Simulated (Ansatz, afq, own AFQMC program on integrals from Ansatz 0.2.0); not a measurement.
AFQMC on a folder of integrals that Ansatz 0.2.0 wrote.

```yaml
crystal:
  periodic: [false, false, false]
  atoms:
    - {symbol: Cu, position_ang: [0.000000, 0.000000, 0.000000]}
    - {symbol: N, position_ang: [0.000000, 0.000000, 1.738600]}
basis:
  gaussian: {orbitals: def2-SVP}
magnetization: {spin_polarized: true, initial_magnetization: 2}
correlation: {method: ccsd_t, electrons: outside_noble_gas, hamiltonian_folder: ham}
```

```sh
$ ansatz run in.yaml --threads 1 --pin off --events-out ev --progress --plain --max-ram 1843MiB
```

Options of the walk:

```
--method free --trial cisd --walkers 60 --time-step 0.03 --max-blocks 80 --target-error 0.00048 --factor-cut 1e-05 --seed 1273 --times 0,0.21,0.42,0.81,1.2,1.8,2.4,3 --taylor-order 8
```

Times are imaginary, in 1/Eh. The walk had a cap of 1468 s.

Output of the walk:

```
orbitals 35  electrons 9 7  factors 294 of 486
reference energy -1692.99634564 Eh
CCSD correlation -0.39444531 Eh in 21 cycles, weight of the determinant in the CISD state 0.8250
repeat  energy at the last time / Eh  error
    10  -1693.406119  0.005166
    20  -1693.407112  0.005719
    30  -1693.410188  0.004694
    40  -1693.412187  0.003897
    50  -1693.411437  0.003662
    60  -1693.411729  0.003617
    70  -1693.412004  0.003286
    80  -1693.410443  0.003007
time / (1/Eh)  energy / Eh  error  mean overlap
  0.00  -1693.391522  0.000800  1.2139
  0.21  -1693.401494  0.000724  1.2078
  0.42  -1693.403515  0.000877  1.2176
  0.81  -1693.405094  0.001060  1.2356
  1.20  -1693.405303  0.001228  1.2584
  1.80  -1693.408724  0.002241  1.2715
  2.40  -1693.407001  0.002160  1.2854
  3.00  -1693.410443  0.003007  1.2317
energy -1693.410443 +/- 0.003007 Eh
```

The run failed at least one of its tests; the cautions name the faults.

Against this walk (error 81.8 meV) on the same determinant: CCSD(T) 10.3 meV higher (within the noise). The error is statistical, and a free projection of finite length keeps a remainder of its start. The determinant has ⟨S²⟩ = 2.23, so the low cluster orders mix in higher spin, and so can this walk. None of these is a sure reference here.

Cautions: remainder of the start not in the error; start is not spin pure; error above the target (81.8 against 13.1 meV); no relativity below Rb; outer-core shells of the metal frozen; higher spins were not checked; strong correlation (T1 0.051, weight of the determinant 0.83, largest double 0.05); unrestricted determinant spin contaminated (⟨S²⟩ 2.23 against 2.00).

The walk took 12 min on 1 thread of Intel(R) Xeon(R) Platinum 8375C CPU @ 2.90GHz (Ice Lake), on a shared host. The log's last line is the free-projection energy.

A walk keeps the symmetry of its determinant, which the program's search chose and which needn't be the lowest solution, so a lower state of the same spin and another symmetry isn't excluded.
